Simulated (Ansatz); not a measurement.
# CH4O2: ionisation energy by level of theory

The task here is to estimate one member of a computed series from the others.

The runs use Ansatz 0.2.0, Gaussian basis; unrestricted cation, the program's frozen cores in correlated methods.

Plan: UKS PBE-D4/def2-TZVPP; UKS r2SCAN-D4/def2-TZVPP; UKS PBE0-D4/def2-TZVPP; UKS B3LYP-D4/def2-TZVPP; UKS wB97X-V/def2-TZVPP; UKS wB97M-V/def2-TZVPP; UKS B2PLYP/def2-TZVPP; UHF-CCSD(T)/def2-TZVPP; UHF-MP2/def2-QZVPP; extrapolation to the limit; then −ε(HOMO) from the neutral's earlier runs with LDA (SPW92), PBE-D4, revPBE-D4, BLYP-D4, r2SCAN-D4, B97M-V, PBE0-D4, B3LYP-D4, r2SCANh-D4, r2SCAN0-D4, HSE06-D4, BHLYP-D4, CAM-B3LYP-D4, LC-ωPBE, ωB97X-V, ωB97M-V.

**The geometry**

The geometry comes from an earlier relaxation with PBE0-D4 in a triple-zeta def2 set; it is a stationary point, not always the lowest conformer.

SMILES `OCO`, 7 atoms, charge 0, spin multiplicity 1.

Atoms are counted from 1 here; the program's logs count them from 0.

Bond lengths: O1–C2 1.397 Å, O1–H4 0.960 Å, C2–O3 1.397 Å, C2–H5 1.100 Å, C2–H6 1.090 Å, O3–H7 0.960 Å. Angles: C2–O1–H4 109.5°, O1–C2–O3 114.1°, O1–C2–H5 110.6°, O1–C2–H6 105.9°, O3–C2–H5 110.6°, O3–C2–H6 106.0°, H5–C2–H6 109.4°, C2–O3–H7 109.5°.

Geometry (Å):

```mol
CH4O2
  3D, bonds by distance, orders not assigned

  7  6  0  0  0  0  0  0  0  0999 V2000
   -1.1725   -0.4497   -0.1200 O   0  0
   -0.0479    0.2532    0.3193 C   0  0
    1.1307   -0.4970    0.3142 O   0  0
   -1.1616   -0.5044   -1.0788 H   0  0
    0.0806    1.1786   -0.2607 H   0  0
   -0.2397    0.5032    1.3624 H   0  0
    1.4716   -0.5519   -0.5821 H   0  0
  1  2  8  0
  2  3  8  0
  1  4  8  0
  2  5  8  0
  2  6  8  0
  3  7  8  0
M  END
```

The first run:

Contents of in.yaml:

```yaml
crystal:
  periodic: [false, false, false]
  atoms:
    - {symbol: O, position_ang: [-1.172459, -0.449734, -0.119997]}
    - {symbol: C, position_ang: [-0.047903, 0.253231, 0.319321]}
    - {symbol: O, position_ang: [1.130674, -0.497045, 0.314160]}
    - {symbol: H, position_ang: [-1.161552, -0.504445, -1.078847]}
    - {symbol: H, position_ang: [0.080592, 1.178615, -0.260660]}
    - {symbol: H, position_ang: [-0.239748, 0.503169, 1.362380]}
    - {symbol: H, position_ang: [1.471596, -0.551892, -0.582058]}
basis:
  gaussian: {orbitals: def2-TZVPP}
total_charge: 1
magnetization: {spin_polarized: true, initial_magnetization: 1}
hamiltonian: {xc: pbe, dispersion: d4}
```

Command:

```console
$ ansatz run in.yaml --threads 2 --pin off --events-out ev --progress --plain --max-ram 4352MiB
```

Among the steps run: Cation, UKS PBE-D4/def2-TZVPP; Cation, UKS r2SCAN-D4/def2-TZVPP; Cation, UKS PBE0-D4/def2-TZVPP; Cation, UKS B3LYP-D4/def2-TZVPP; Cation, UKS wB97X-V/def2-TZVPP; Cation, UKS wB97M-V/def2-TZVPP; Cation, UKS B2PLYP (frozen core)/def2-TZVPP; Cation, UHF-CCSD(T)/def2-TZVPP; Cation, UHF-MP2/def2-QZVPP.

One table of the session follows, with a row left open; its other results are not shown here.

For comparison, −ε(HOMO) of the neutral from earlier runs:

```
  functional  −ε(HOMO) (eV)
 LDA (SPW92)           6.94
      PBE-D4           6.74
   revPBE-D4           6.67
     BLYP-D4           6.67
   r2SCAN-D4           7.13
      B97M-V              ?
     PBE0-D4           8.53
    B3LYP-D4           8.26
  r2SCANh-D4           7.80
  r2SCAN0-D4           8.80
    HSE06-D4           8.11
    BHLYP-D4          10.22
CAM-B3LYP-D4          10.07
     LC-ωPBE          11.42
     ωB97X-V          11.07
     ωB97M-V          11.01
```

Q: Estimate the row for B97M-V from the others.

The run gave: −ε(HOMO) (eV): 7.26. In the column «−ε(HOMO) (eV)» it lies between r2SCAN-D4 (7.13) and r2SCANh-D4 (7.80).

To keep in mind: The cation may have settled in a state other than its lowest; no search over hole states beyond the program's own was made.
